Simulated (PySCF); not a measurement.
# C3H5N: the cost of one run

The runs use PySCF 2.14.0; levels as typed in each script, gas phase, geometry from start geometry of a pair search.

## 1. Where the work starts

SMILES `C=C.C#N`, 9 atoms, charge 0, spin multiplicity 1.

Bond lengths: C1–C2 1.316 Å, C1–H3 1.078 Å, C1–H4 1.078 Å, C2–H5 1.078 Å, C2–H6 1.078 Å, C7–N8 1.138 Å, C7–H9 1.059 Å. Angles: C2–C1–H3 121.6°, C2–C1–H4 122.7°, H3–C1–H4 115.8°, C1–C2–H5 122.7°, C1–C2–H6 121.8°, H5–C2–H6 115.5°, N8–C7–H9 179.6°.

Coordinates:

| atom | x (Å) | y (Å) | z (Å) |
| --- | --- | --- | --- |
| C1 | -1.61746 | 0.67701 | -0.16513 |
| C2 | -1.91774 | -0.55638 | 0.18257 |
| H3 | -2.33974 | 1.47456 | -0.09597 |
| H4 | -0.64275 | 0.95801 | -0.53066 |
| H5 | -1.20920 | -1.36721 | 0.12308 |
| H6 | -2.89645 | -0.82144 | 0.54909 |
| C7 | 1.77547 | -0.38537 | -0.29855 |
| N8 | 2.34234 | 0.34349 | 0.36630 |
| H9 | 1.25018 | -1.05998 | -0.92302 |

## 2. Binding of the two fragments (PBE/def2-tzvp)

File input.py:

```python
import numpy as np
from pyscf import gto, scf, dft
from pyscf.scf import atom_ks, atom_hf
from scipy.linalg import block_diag
from pyscf.dispersion import dftd3

def solve(mol, dm0=None, hcore=None):
    mf = (dft.UKS if mol.spin else dft.RKS)(mol, xc='pbe')
    mf.grids.level = 3
    mf = mf.density_fit(auxbasis='def2-universal-jkfit')
    mf.conv_tol, mf.max_cycle = 1e-8, 80
    if hcore is not None:
        mf.get_hcore = lambda *args: hcore
    mf.kernel(dm0)
    if not mf.converged:
        mf = mf.newton().run(mf.mo_coeff, mf.mo_occ, max_cycle=30)
    assert mf.converged, 'SCF not converged'
    return mf

mol = gto.M(atom='''
C     -1.61746     0.67701    -0.16513
C     -1.91774    -0.55638     0.18257
H     -2.33974     1.47456    -0.09597
H     -0.64275     0.95801    -0.53066
H     -1.20920    -1.36721     0.12308
H     -2.89645    -0.82144     0.54909
C      1.77547    -0.38537    -0.29855
N      2.34234     0.34349     0.36630
H      1.25018    -1.05998    -0.92302
''', basis='def2-tzvp', charge=0, spin=0, verbose=4)
mol_a = gto.M(atom='''
C     -1.61746     0.67701    -0.16513
C     -1.91774    -0.55638     0.18257
H     -2.33974     1.47456    -0.09597
H     -0.64275     0.95801    -0.53066
H     -1.20920    -1.36721     0.12308
H     -2.89645    -0.82144     0.54909
ghost-C      1.77547    -0.38537    -0.29855
ghost-N      2.34234     0.34349     0.36630
ghost-H      1.25018    -1.05998    -0.92302
''', basis='def2-tzvp', charge=0, spin=0, verbose=4)
mol_b = gto.M(atom='''
ghost-C     -1.61746     0.67701    -0.16513
ghost-C     -1.91774    -0.55638     0.18257
ghost-H     -2.33974     1.47456    -0.09597
ghost-H     -0.64275     0.95801    -0.53066
ghost-H     -1.20920    -1.36721     0.12308
ghost-H     -2.89645    -0.82144     0.54909
C      1.77547    -0.38537    -0.29855
N      2.34234     0.34349     0.36630
H      1.25018    -1.05998    -0.92302
''', basis='def2-tzvp', charge=0, spin=0, verbose=4)
ab, a, b = solve(mol), solve(mol_a), solve(mol_b)
e_int = ab.e_tot - a.e_tot - b.e_tot
print('counterpoise-corrected interaction energy / kcal/mol', e_int * 627.5095)
def disp(atoms, charge):
    m = gto.M(atom=atoms, charge=charge, basis='sto-3g', spin=None, unit='Bohr', verbose=0)
    return dftd3.DFTD3Dispersion(m, xc='pbe', version='d3bj').get_dispersion()['energy']
e_disp = disp(mol._atom, mol.charge) - disp(mol._atom[:6], mol_a.charge) - disp(mol._atom[6:], mol_b.charge)
print('D3(BJ) part / kcal/mol', e_disp * 627.5095)
# spherically averaged free atoms, for the promolecule
atm = atom_ks.get_atm_nrks(mol, xc='pbe')
pro = block_diag(*[(atm[a[0]][2] * atm[a[0]][3]) @ atm[a[0]][2].T for a in mol._atom])
np.savez('result.npz', e_int=e_int, e_disp=e_disp, dm_a=a.make_rdm1(), dm_b=b.make_rdm1(), c=ab.mo_coeff, occ=ab.mo_occ, eps=ab.mo_energy, pro=pro, d=[f.dip_moment(verbose=0) for f in (ab, a, b)])
```

Started as:

```bash
$ OMP_NUM_THREADS=1 python input.py
```

What time and memory should one allow on 1 thread of Arm Neoverse V1, shared host?

About 40 s, with a peak of 0.53 GiB.
